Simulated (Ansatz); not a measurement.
Basis-set extrapolation for C4H7ClO (`CC(Cl)/C=C/O`) (PBE0-D4/def2-TZVP geometry, frozen core, Ansatz). Multiplicity 1, RHF reference.

```
                      def2-TZVPP   def2-QZVPP
                 HF  -689.992239  -690.015733
    MP2 correlation    -1.096669    -1.178383
CCSD(T) correlation    -1.194919      not run
```

Energies in hartree. Use E(X) = E(∞) + A·exp(−7.88·√X) for Hartree–Fock and E(X) = E(∞) + B·X^(−2.97) for correlation, with X = 3 and 4, and add CCSD(T) minus MP2 of the smaller set to the MP2 limit.

Problem. What is the CCSD(T) energy at the basis-set limit?

Solution. HF limit: -690.015733 + (-0.023494) × 0.13774 = -690.01897. MP2 limit: -1.178383 + (-0.081714) × 0.74074 = -1.23891. Higher-order term: -1.194919 − (-1.096669) = -0.09825. Total: -691.35613 hartree, 443.6 kJ/mol below CCSD(T)/def2-TZVPP.
